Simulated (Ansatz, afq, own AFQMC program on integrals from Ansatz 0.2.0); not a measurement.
# AlH3F (doublet): quantum Monte Carlo beside coupled cluster at distance Al1–H4 along a hydrogen transfer = 1.769 Å, cc-pVTZ

How near does AFQMC come to the top of the ladder for AlH3F (doublet)?

The runs use Ansatz 0.2.0, Gaussian basis, and an in-house AFQMC program (afq) on its integrals; all values are calculated; cc-pVTZ, frozen cores.

To be run: PBE (unrestricted); r2SCAN (unrestricted); PBE0 (unrestricted); B3LYP (unrestricted); CCSD(T) on UHF; wB97M-V (unrestricted); B2PLYP (unrestricted); Phaseless AFQMC, CISD trial on UHF; Phaseless AFQMC, single-determinant trial on UHF.

## Step 1: What is computed

The geometry derives from fragments relaxed apart (PBE0/def2-TZVP) and kept rigid, so it is no stationary point. A hydrogen atom is moved between rigid fragments.

5 atoms, charge 0, spin multiplicity 2.

Atoms are counted from 1 here; the program's logs count them from 0.

Bond lengths: Al1–H2 1.586 Å, Al1–H3 1.586 Å, Al1–H4 1.769 Å, H4–F5 1.037 Å. Angles: H2–Al1–H3 120.0°, H2–Al1–H4 120.0°, H3–Al1–H4 120.0°, Al1–H4–F5 180.0°.

## Step 2: PBE (unrestricted)

The input, in.yaml:

```yaml
crystal:
  periodic: [false, false, false]
  atoms:
    - {symbol: Al, position_ang: [-1.091633, 0.000000, 0.000000]}
    - {symbol: H, position_ang: [-1.884557, 1.373384, 0.000000]}
    - {symbol: H, position_ang: [-1.884557, -1.373384, 0.000000]}
    - {symbol: H, position_ang: [0.677367, 0.000000, 0.000000]}
    - {symbol: F, position_ang: [1.714367, 0.000000, 0.000000]}
basis:
  gaussian: {orbitals: cc-pVTZ}
magnetization: {spin_polarized: true, initial_magnetization: 1}
hamiltonian: {xc: {name: PBE}}
output: {orbitals: {seedname: orbitals}}
```

Command:

```bash
ansatz run in.yaml --threads 1 --pin off --events-out ev --progress --plain --max-ram 5632MiB --backend cpu
```

Log:

```text
Functional definition: PBE
  name "PBE"
  cite "Perdew, Burke & Ernzerhof, Phys. Rev. Lett. 77, 3865 (1996) doi:10.1103/PhysRevLett.77.3865"
  parent pbe
  parameter kappa = 0.804
  parameter beta = 0.06672455060314922
  exchange = pbe_x(kappa = kappa, mu = beta*pi^2/3)
  correlation = pbe_c(beta = beta)
599 factors; their error is unknown
mean field evaluation 1: about -9352.8795 eV, gradient 2.6e1 eV
mean field evaluation 2: about -9336.7274 eV, gradient 7.5e1 eV
mean field evaluation 4: about -9355.1561 eV, gradient 2.8e0 eV
mean field evaluation 8: about -9355.2006 eV, gradient 2.4e-2 eV
mean field evaluation 16: about -9355.1844 eV, gradient 1.6e-5 eV
mean field -9355.18441845 eV, -343.7966862062 hartree, gradient 1.6e-5 eV, S^2 0.751700; 0 other end points of the search recorded, 0 dependent functions left out
reference -9355.18446276 eV, -343.7966878346 hartree; 13, 12 occupied and 93, 94 virtual orbitals, 599 factors
Total energy: -9355.18446276 eV, -343.7966878346 hartree
```

Run time: 1.4 s. Hardware: 1 thread of AMD EPYC 7R13 (Zen 3), shared host; peak memory 1.9 GiB.

From the report: ⟨S²⟩ of the determinant 0.752 (pure doublet: 0.75).

## Step 3: r2SCAN (unrestricted)

in.yaml: that of step 2 with these lines changed.

```diff
@@ -11,3 +11,2 @@
 magnetization: {spin_polarized: true, initial_magnetization: 1}
-hamiltonian: {xc: {name: PBE}}
-output: {orbitals: {seedname: orbitals}}
+hamiltonian: {xc: {name: r2SCAN}}
```

Launched as before.

Log:

```text
Functional definition: r2SCAN
  name "r2SCAN"
  cite "Furness, Kaplan, Ning, Perdew & Sun, J. Phys. Chem. Lett. 11, 8208 (2020) doi:10.1021/acs.jpclett.0c02405"
  cite "Furness, Kaplan, Ning, Perdew & Sun, J. Phys. Chem. Lett. 11, 9248 (2020) doi:10.1021/acs.jpclett.0c03077"
  parent r2scan
  parameter k0 = 0.174
  parameter k1 = 0.065
  parameter a1 = 4.9479
  exchange = r2scan_x(k0 = k0, k1 = k1, a1 = a1)
  correlation = r2scan_c
599 factors; their error is unknown
mean field evaluation 1: about -9357.7735 eV, gradient 2.4e1 eV
mean field evaluation 2: about -9350.3756 eV, gradient 5.5e1 eV
mean field evaluation 4: about -9359.7501 eV, gradient 1.2e0 eV
mean field evaluation 8: about -9359.7416 eV, gradient 3.3e-2 eV
mean field evaluation 16: about -9359.7416 eV, gradient 1.6e-5 eV
mean field -9359.74159437 eV, -343.9641593322 hartree, gradient 1.6e-5 eV, S^2 0.754203; 0 other end points of the search recorded, 0 dependent functions left out
reference -9359.74161119 eV, -343.9641599506 hartree; 13, 12 occupied and 93, 94 virtual orbitals, 599 factors
Total energy: -9359.74161119 eV, -343.9641599506 hartree
```

Wall time 2.9 s (1 thread of AMD EPYC 7R13 (Zen 3), shared host); peak memory 1.9 GiB.

From the report: ⟨S²⟩ of the determinant 0.754 (pure doublet: 0.75).

## Step 4: PBE0 (unrestricted)

in.yaml: that of step 3 with these lines changed.

```diff
@@ -11,2 +11,3 @@
 magnetization: {spin_polarized: true, initial_magnetization: 1}
-hamiltonian: {xc: {name: r2SCAN}}
+hamiltonian: {xc: {name: PBE0}}
+output: {orbitals: {seedname: orbitals}}
```

Launched as before.

Log:

```text
Functional definition: PBE0
  name "PBE0"
  cite "Adamo & Barone, J. Chem. Phys. 110, 6158 (1999) doi:10.1063/1.478522"
  cite "Perdew, Burke & Ernzerhof, Phys. Rev. Lett. 77, 3865 (1996) doi:10.1103/PhysRevLett.77.3865"
  parent pbe
  parameter a = 0.25
  parameter kappa = 0.804
  parameter beta = 0.06672455060314922
  exchange = (1 - a)*pbe_x(kappa = kappa, mu = beta*pi^2/3) + a*exact_x
  correlation = pbe_c(beta = beta)
611 factors; their error is unknown
mean field evaluation 1: about -9354.0193 eV, gradient 2.3e1 eV
mean field evaluation 2: about -9351.0217 eV, gradient 4.1e1 eV
mean field evaluation 4: about -9355.7690 eV, gradient 5.0e-1 eV
mean field evaluation 8: about -9355.7878 eV, gradient 1.1e-1 eV
mean field evaluation 16: about -9355.7879 eV, gradient 9.6e-6 eV
mean field -9355.78787570 eV, -343.8188628512 hartree, gradient 9.6e-6 eV, S^2 0.753170; 0 other end points of the search recorded, 0 dependent functions left out
reference -9355.78790883 eV, -343.8188640687 hartree; 13, 12 occupied and 93, 94 virtual orbitals, 611 factors
Total energy: -9355.78790883 eV, -343.8188640687 hartree
```

Run time: 1.6 s. Hardware: 1 thread of AMD EPYC 7R13 (Zen 3), shared host; peak memory 1.9 GiB.

From the report: ⟨S²⟩ of the determinant 0.753 (pure doublet: 0.75).

## Step 5: B3LYP (unrestricted)

in.yaml: that of step 4 with these lines changed.

```diff
@@ -11,3 +11,2 @@
 magnetization: {spin_polarized: true, initial_magnetization: 1}
-hamiltonian: {xc: {name: PBE0}}
-output: {orbitals: {seedname: orbitals}}
+hamiltonian: {xc: {name: B3LYP}}
```

Same command.

Log, cut to the lines that bear on the results:

```text
Functional definition: B3LYP
  name "B3LYP"
  cite "Stephens, Devlin, Chabalowski & Frisch, J. Phys. Chem. 98, 11623 (1994) doi:10.1021/j100096a001"
  cite "Becke, Phys. Rev. A 38, 3098 (1988) doi:10.1103/PhysRevA.38.3098"
  cite "Lee, Yang & Parr, Phys. Rev. B 37, 785 (1988) doi:10.1103/PhysRevB.37.785"
  cite "Vosko, Wilk & Nusair, Can. J. Phys. 58, 1200 (1980) doi:10.1139/p80-159"
[...]
611 factors; their error is unknown
[...]
mean field -9362.44745240 eV, -344.0635977810 hartree, gradient 8.4e-6 eV, S^2 0.752738; 0 other end points of the search recorded, 0 dependent functions left out
reference -9362.44768922 eV, -344.0636064838 hartree; 13, 12 occupied and 93, 94 virtual orbitals, 611 factors
Total energy: -9362.44768922 eV, -344.0636064838 hartree
```

Wall time 1.6 s (1 thread of AMD EPYC 7R13 (Zen 3), shared host); peak memory 1.9 GiB.

From the report: ⟨S²⟩ of the determinant 0.753 (pure doublet: 0.75).

## Step 6: CCSD(T) on UHF

in.yaml: that of step 5 with these lines changed.

```diff
@@ -11,2 +11,2 @@
 magnetization: {spin_polarized: true, initial_magnetization: 1}
-hamiltonian: {xc: {name: B3LYP}}
+correlation: {method: ccsd_t, electrons: outside_noble_gas, hamiltonian_folder: ham}
```

Command:

```bash
ansatz run in.yaml --threads 1 --pin off --events-out ev --progress --plain --max-ram 16896MiB --backend cuda --devices 0, --max-vram 18GiB
```

Log, cut to the lines that bear on the results:

```text
Functional definition: HF
  name "HF"
  cite "Fock, Z. Phys. 61, 126 (1930) doi:10.1007/BF01340294"
  parent pbe
[...]
639 factors; integrals over basis functions are off by at most 1.8e-3 eV
[...]
mean field -9335.10948562 eV, -343.0589460320 hartree, gradient 1.9e-6 eV, S^2 0.762369; 1 other end points of the search recorded, 0 dependent functions left out
determinant -9335.10948562 eV, -343.0589460320 hartree, with singles and doubles -9345.33355238 eV, -343.4346735555 hartree
determinant -9332.24242038 eV, -342.9535833277 hartree, with singles and doubles -9342.78415783 eV, -343.3409850338 hartree
6 core orbitals not correlated: weight in the atoms' cores, before any rotation towards them, 1.000 or more for the frozen orbitals, at most 0.000 for the correlated occupied ones
reference -9335.10948562 eV, -343.0589460320 hartree; 7, 6 occupied and 93, 94 virtual orbitals, 639 factors
second order -9.61000424 eV of doubles, -0.00000000 eV of singles
cycle   1  -10.12952313 eV  change    -1.2e0 eV  update   2.3e-2
[...]
cycle   9  -10.15705159 eV  change    3.1e-6 eV  update   1.1e-5
perturbative correction -0.26512027 eV, -0.0097429904 hartree
Total energy: -9345.53165748 eV, -343.4419537837 hartree
```

Run time: 7.5 s. Hardware: 1 × NVIDIA H100 80GB HBM3 with 1 thread of AMD EPYC 7R13 (Zen 3), shared host; peak host memory 1.9 GiB.

From the report: ⟨S²⟩ of the determinant 0.762 (pure doublet: 0.75); correlation -10.4222 eV; T1 0.015; largest double amplitude 0.03.

This run also writes the integrals to the folder ham.

## Step 7: wB97M-V (unrestricted)

in.yaml: that of step 6 with these lines changed.

```diff
@@ -11,2 +11,3 @@
 magnetization: {spin_polarized: true, initial_magnetization: 1}
-correlation: {method: ccsd_t, electrons: outside_noble_gas, hamiltonian_folder: ham}
+hamiltonian: {xc: {name: wB97M-V}}
+output: {orbitals: {seedname: orbitals}}
```

Command:

```bash
ansatz run in.yaml --threads 1 --pin off --events-out ev --progress --plain --max-ram 5632MiB --backend cpu
```

Log, cut to the lines that bear on the results:

```text
Functional definition: wB97M-V
  name "wB97M-V"
  cite "Mardirossian & Head-Gordon, J. Chem. Phys. 144, 214110 (2016) doi:10.1063/1.4952647"
  cite "Becke, J. Chem. Phys. 107, 8554 (1997) doi:10.1063/1.475007"
  cite "Vydrov & Van Voorhis, J. Chem. Phys. 133, 244103 (2010) doi:10.1063/1.3521275"
  # Of w^i u^j: cxij and so on, Table III.
[...]
  gx(w, u) = 1 - cx + cx01*u + cx10*w
  gss(w, u) = css00 + css04*u^4 + css10*w + css20*w^2 + css43*w^4*u^3
  gos(w, u) = cos00 + cos10*w + (cos20 + cos21*u)*w^2 + (cos60 + cos61*u)*w^6
[...]
      + integral(e_c_pw_mod_opposite_spin*gos(b97_w_opposite, b97_u_opposite)) + vv10(b, c)
599 factors; their error is unknown
153 factors; integrals over basis functions are off by at most 3.1e-5 eV
[...]
mean field -9359.96964999 eV, -343.9725402219 hartree, gradient 2.8e-5 eV, S^2 0.752266; 0 other end points of the search recorded, 0 dependent functions left out
reference -9359.96969768 eV, -343.9725419745 hartree; 13, 12 occupied and 93, 94 virtual orbitals, 599 factors
Total energy: -9359.96969768 eV, -343.9725419745 hartree
```

Run time: 5.5 s. Hardware: 1 thread of AMD EPYC 7R13 (Zen 3), shared host; peak memory 1.9 GiB.

From the report: ⟨S²⟩ of the determinant 0.752 (pure doublet: 0.75).

## Step 8: B2PLYP (unrestricted)

in.yaml: that of step 7 with these lines changed.

```diff
@@ -11,3 +11,3 @@
 magnetization: {spin_polarized: true, initial_magnetization: 1}
-hamiltonian: {xc: {name: wB97M-V}}
-output: {orbitals: {seedname: orbitals}}
+hamiltonian: {xc: {name: B2PLYP}}
+correlation: {electrons: outside_noble_gas}
```

Same command.

Log, cut to the lines that bear on the results:

```text
Functional definition: B2PLYP
  name "B2PLYP"
  cite "Grimme, J. Chem. Phys. 124, 034108 (2006) doi:10.1063/1.2148954"
  cite "Becke, Phys. Rev. A 38, 3098 (1988) doi:10.1103/PhysRevA.38.3098"
  cite "Lee, Yang & Parr, Phys. Rev. B 37, 785 (1988) doi:10.1103/PhysRevB.37.785"
[...]
639 factors; integrals over basis functions are off by at most 1.8e-3 eV
[...]
mean field -9353.76281622 eV, -343.7444432880 hartree, gradient 9.1e-6 eV, S^2 0.756447; 0 other end points of the search recorded, 0 dependent functions left out
6 core orbitals not correlated: weight in the atoms' cores, before any rotation towards them, 1.000 or more for the frozen orbitals, at most 0.000 for the correlated occupied ones
reference -9353.76296543 eV, -343.7444487713 hartree; 7, 6 occupied and 93, 94 virtual orbitals, 639 factors
second order -11.49920182 eV of doubles, -0.00000000 eV of singles
Total energy: -9356.86774992 eV, -343.8585474968 hartree
```

Wall time 2.3 s (1 thread of AMD EPYC 7R13 (Zen 3), shared host); peak memory 1.9 GiB.

From the report: ⟨S²⟩ of the determinant 0.756 (pure doublet: 0.75).

## Step 9: Phaseless AFQMC, CISD trial on UHF

It reads the integrals that the CCSD(T) run on this determinant wrote.

Command:

```bash
afq ham --method phaseless --trial cisd --walkers 900 --populations 20 --least-time 60 --time-step 0.005 --steps-per-block 50 --equilibration-blocks 28 --max-blocks 4000 --target-error 0.00021 --factor-cut 1e-05 --start spin_pure --seed 2846 --release-times 0.24,0.51,0.99,1.62,2.4 --release-step 0.03 --release-every 3 --taylor-order 6
```

Log:

```text
orbitals 100  electrons 7 6  factors 632 of 639
reference energy -343.05894603 Eh
CCSD correlation -0.37326467 Eh in 13 cycles, weight of the determinant in the CISD state 0.8915
energy of the start -343.431506 Eh
 block  time / (1/Eh)  mean weight  energy / Eh
     1     0.250  0.9994  -343.430212
     2     0.500  1.0003  -343.434117
     3     0.750  0.9986  -343.437972
     4     1.000  1.0005  -343.437953
     5     1.250  0.9992  -343.441728
     6     1.500  1.0005  -343.439616
     7     1.750  0.9988  -343.440084
     8     2.000  0.9989  -343.441864
     9     2.250  0.9989  -343.440898
    10     2.500  1.0000  -343.440422
    13     3.250  1.0003  -343.446478
    17     4.250  0.9997  -343.442746
    21     5.250  0.9990  -343.442394
    25     6.250  1.0008  -343.439794
    29     7.250  1.0010  -343.441378
    33     8.250  1.0002  -343.446165
    37     9.250  0.9996  -343.442170
    41    10.250  0.9999  -343.442734
    45    11.250  0.9987  -343.440871
    49    12.250  0.9996  -343.442637
    53    13.250  1.0007  -343.443024
    57    14.250  0.9997  -343.442696
    61    15.250  0.9996  -343.445169
    65    16.250  1.0004  -343.443632
    69    17.250  0.9990  -343.441914
    73    18.250  1.0000  -343.443506
    77    19.250  0.9977  -343.443921
    81    20.250  1.0000  -343.443159
    85    21.250  1.0009  -343.444734
    89    22.250  1.0011  -343.437803
    93    23.250  0.9993  -343.441459
    97    24.250  0.9998  -343.442701
   101    25.250  0.9995  -343.441777
   105    26.250  1.0004  -343.441526
   109    27.250  0.9992  -343.441558
   113    28.250  1.0002  -343.443700
   117    29.250  0.9988  -343.445223
   121    30.250  0.9995  -343.446229
   125    31.250  0.9996  -343.444755
   129    32.250  1.0010  -343.442648
   133    33.250  1.0018  -343.440134
   137    34.250  1.0006  -343.443641
   141    35.250  0.9995  -343.444037
   145    36.250  1.0001  -343.444003
   149    37.250  1.0004  -343.442791
   153    38.250  1.0001  -343.443485
   157    39.250  1.0000  -343.443268
   161    40.250  1.0003  -343.439689
   165    41.250  1.0003  -343.443573
error from the spread of 20 populations
released: time / (1/Eh)  energy / Eh  error  mean overlap
  0.24  -343.442820  0.000233  0.9938
  0.51  -343.443207  0.000188  0.9839
  0.99  -343.442807  0.000212  0.9751
  1.62  -343.442895  0.000339  0.9701
  2.40  -343.442694  0.000321  0.9555
energy -343.442949 +/- 0.000243 Eh
```

It took 3.9 min on 1 × NVIDIA H100 80GB HBM3 with 2 threads of AMD EPYC 7R13 (Zen 3), shared host; peak host memory 1.9 GiB.

Energy -9345.5587 ± 0.0066 eV. Caveats: constraint bias not in the error.

## Step 10: Phaseless AFQMC, single-determinant trial on UHF

It reads the integrals that the CCSD(T) run on this determinant wrote.

Command:

```bash
afq ham --method phaseless --trial hf --walkers 900 --populations 10 --least-time 40 --time-step 0.005 --steps-per-block 20 --equilibration-blocks 112 --max-blocks 4000 --target-error 0.0010500000000000002 --factor-cut 1e-05 --start spin_pure --seed 6339 --taylor-order 6
```

Log:

```text
orbitals 100  electrons 7 6  factors 632 of 639
reference energy -343.05894603 Eh
CCSD correlation -0.37326467 Eh in 13 cycles, weight of the determinant in the CISD state 0.8915
energy of the start -343.059354 Eh
 block  time / (1/Eh)  mean weight  energy / Eh
     1     0.100  1.0029  -343.213035
     2     0.200  1.0022  -343.283501
     3     0.300  1.0042  -343.333011
     4     0.400  1.0026  -343.347413
     5     0.500  1.0020  -343.366890
     6     0.600  0.9996  -343.380035
     7     0.700  1.0011  -343.399121
     8     0.800  1.0005  -343.404777
     9     0.900  1.0023  -343.411430
    10     1.000  1.0013  -343.406747
    17     1.700  0.9996  -343.437265
    33     3.300  0.9992  -343.449906
    49     4.900  0.9999  -343.439351
    65     6.500  1.0004  -343.425442
    81     8.100  1.0004  -343.464496
    97     9.700  0.9998  -343.446503
   113    11.300  0.9998  -343.457029
   129    12.900  0.9997  -343.442246
   145    14.500  1.0004  -343.436748
   161    16.100  0.9991  -343.442743
   177    17.700  0.9988  -343.441313
   193    19.300  1.0013  -343.476460
   209    20.900  1.0012  -343.436831
   225    22.500  1.0008  -343.444470
   241    24.100  1.0003  -343.425967
   257    25.700  0.9988  -343.433401
   273    27.300  0.9997  -343.446668
   289    28.900  1.0012  -343.451642
   305    30.500  0.9999  -343.436913
   321    32.100  1.0010  -343.450811
   337    33.700  1.0004  -343.450349
   353    35.300  0.9978  -343.438319
   369    36.900  1.0012  -343.437297
   385    38.500  1.0002  -343.441836
   401    40.100  1.0000  -343.434527
   417    41.700  0.9982  -343.453983
   433    43.300  1.0003  -343.434091
   449    44.900  1.0014  -343.441062
   465    46.500  1.0007  -343.444196
   481    48.100  0.9999  -343.439874
   497    49.700  1.0008  -343.436669
   513    51.300  1.0001  -343.443767
   529    52.900  0.9999  -343.438518
   545    54.500  0.9994  -343.472432
   561    56.100  1.0009  -343.463685
   577    57.700  0.9997  -343.432620
   593    59.300  1.0017  -343.425022
   609    60.900  1.0014  -343.441949
   625    62.500  1.0001  -343.440713
   641    64.100  0.9999  -343.455899
error from the spread of 10 populations
energy -343.444285 +/- 0.001005 Eh
```

It took 90 s on 1 × NVIDIA H100 80GB HBM3 with 2 threads of AMD EPYC 7R13 (Zen 3), shared host; peak host memory 1.9 GiB.

Energy -9345.5951 ± 0.0274 eV. Caveats: constraint bias not in the error.

## Step 11: All levels side by side

On the UHF determinant, counted from CCSD(T) (a yardstick, not exact):

| level | energy (eV) | from CCSD(T) (kJ/mol) | statistical error (kJ/mol) | time |
| --- | --- | --- | --- | --- |
| HF | -9335.1095 | +1005.6 |  |  |
| MP2 | -9344.7195 | +78.4 |  |  |
| CCSD | -9345.2665 | +25.6 |  |  |
| CCSD(T) | -9345.5317 | 0.0 |  |  |
| Phaseless AFQMC, CISD trial, step 0.005, 900 walkers | -9345.5587 | -2.6 | 0.6 | 3.9 min |
| Phaseless AFQMC, single-determinant trial, step 0.005, 900 walkers | -9345.5951 | -6.1 | 2.6 | 90 s |

The functionals' totals stand on their own zeros and serve differences with other points: PBE -9355.184 eV; r2SCAN -9359.742 eV; PBE0 -9355.788 eV; B3LYP -9362.448 eV; wB97M-V -9359.970 eV; B2PLYP -9356.868 eV.

## Step 12: Outcome

| quantity | value |
| --- | --- |
| Phaseless AFQMC, CISD trial on UHF from CCSD(T) | -2.6 ± 0.6 kJ/mol |
| Phaseless AFQMC, single-determinant trial on UHF from CCSD(T) | -6.1 ± 2.6 kJ/mol |

On UHF the phaseless walk with the CISD trial lies -2.6 kJ/mol from CCSD(T), 4 times its error bar. Error bars are statistical and leave out the constraint, the time step and what remains of the start.
